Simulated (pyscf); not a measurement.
Structures and frequencies: ωB97X-D3(BJ)/def2-SVP in PySCF. MP2 and CC: frozen core, UHF for open shells. ΔMP2 is the change of the MP2 total energy from the triple- to the quadruple-zeta basis.

•HC=CH–Br (SMILES [CH]=CBr) → HC≡CH (SMILES C#C) + Br• (SMILES [Br])
Surface: doublet. Broken: Br–C. Formed: none. Give ΔE‡ and ΔE from CCSD(T)/def2-TZVPP + ΔMP2(QZVPP), relative to the reactant's lowest minimum found.

ΔE‡ = 7.5 kcal/mol, ΔE = +8.5 kcal/mol. Zero-point energy shifts the barrier by -1.0 kcal/mol. It is a bond scission, with an imaginary mode of 326i cm⁻¹. On the product side the descent ends in what is likely a three-electron adduct, which functionals tend to overbind, 5.9 kcal/mol under the separated species and 1.5 kcal/mol under the saddle at ωB97X-D3(BJ)/def2-TZVP. At CCSD(T) the saddle lies under the separated products, which points to a path from their complex (located at ωB97X-D3(BJ) alone), and parting the products costs more than the saddle. One saddle was located; it need not be the lowest between these sides. The CCSD(T) − MP2 part came from Ansatz, without density fitting, on the same reference. A UHF reference is spin-contaminated (<S²> up to 0.99), which harms MP2 most. The frozen core leaves the outer d or s,p core shells of the metals and heavy elements correlated in the MP2 and CC values, and def2-TZVPP describes them poorly, which can shift differences by a few kcal/mol. Left out: the spin-orbit lowering of Br, which is large for Br, Se, Te and I. Elements up to Kr have no core potential and no relativistic terms here.
